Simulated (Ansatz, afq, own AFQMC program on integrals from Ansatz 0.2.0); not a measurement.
Two steps: Ansatz 0.2.0 writes the Fock matrix and Cholesky factors of the valence space, and afq projects on them the lowest state that overlaps trial and start.

```yaml
crystal:
  periodic: [false, false, false]
  atoms:
    - {symbol: Al, position_ang: [0.000000, -0.074388, 0.613390]}
    - {symbol: C, position_ang: [0.000000, 0.010117, -1.308029]}
    - {symbol: H, position_ang: [0.000000, 1.321704, 1.420502]}
    - {symbol: H, position_ang: [0.000000, 0.549036, -2.253748]}
basis:
  gaussian: {orbitals: cc-pVDZ}
magnetization: {spin_polarized: true, initial_magnetization: 3}
correlation: {method: ccsd_t, electrons: outside_noble_gas, hamiltonian_folder: ham}
```

```sh
$ ansatz run in.yaml --threads 1 --pin off --events-out ev --progress --plain --max-ram 1382MiB
```

Options of the walk:

```
--method phaseless --trial hf --walkers 120 --populations 1 --least-time 40 --time-step 0.005 --steps-per-block 20 --equilibration-blocks 112 --max-blocks 600 --target-error 0.00108 --factor-cut 1e-05 --start spin_pure --seed 6970 --taylor-order 6
```

Times are imaginary, in 1/Eh. The walk had a cap of 1002 s.

afq prints:

```
orbitals 36  electrons 6 3  factors 267 of 401
reference energy -280.83039687 Eh
CCSD correlation -0.16086553 Eh in 12 cycles, weight of the determinant in the CISD state 0.9105
energy of the start -280.830822 Eh
 block  time / (1/Eh)  mean weight  energy / Eh
     1     0.100  1.0006  -280.864243
     2     0.200  1.0023  -280.887651
     3     0.300  1.0014  -280.910839
     4     0.400  1.0016  -280.930813
     5     0.500  1.0011  -280.943493
     8     0.800  0.9997  -280.956498
    15     1.500  1.0011  -280.995598
    57     5.700  1.0003  -280.983893
    99     9.900  1.0000  -280.983702
   141    14.100  1.0004  -280.991093
   183    18.300  1.0007  -280.992291
   225    22.500  0.9995  -280.984432
   267    26.700  1.0002  -280.987225
   309    30.900  0.9998  -280.990579
   351    35.100  1.0008  -281.023356
   393    39.300  0.9989  -280.979634
   435    43.500  1.0003  -280.998192
   477    47.700  1.0007  -280.997070
   491    49.100  0.9994  -280.978245
   519    51.900  1.0003  -281.006438
   561    56.100  1.0010  -281.004512
blocks merged  error / Eh  count
     1  0.000496  450
     2  0.000654  225
     4  0.000853  112
     8  0.000959  56
    16  0.000978  28
    32  0.001099  14
energy -280.995521 +/- 0.000978 Eh
(rows thinned)
```

The run passed its tests (sampling time, drift between the halves within three errors, error under three times the target), which doesn't prove that it has relaxed. The second half of the sampling lies below the first by 1.7 errors of their difference, so the energy may still be moving and its error bar be too small.

Against this walk (error 26.6 meV) on the same determinant: CCSD(T) 18.0 meV higher (within the noise), CCSDT(Q) 13.0 meV lower (within the noise), a separate phaseless walk with a CISD trial and standard settings 14.1 ± 27.4 meV lower (within the noise). The error is statistical and leaves out the bias of the constraint.

Cautions: constraint bias not in the error; lower spins were not checked.

The walk took 3.4 min on 1 thread of Intel(R) Xeon(R) Platinum 8259CL CPU @ 2.50GHz (Skylake/Cascade Lake) (shared host). The log's last line is the phaseless energy.

CCSDT and higher add their correlation energy to the determinant of the CCSD(T) run, since their own runs factorise the integrals more tightly (a shift of under 2 meV). A walk keeps the symmetry of its determinant, which the program's search chose and which needn't be the lowest solution, so a lower state of the same spin and another symmetry isn't excluded.
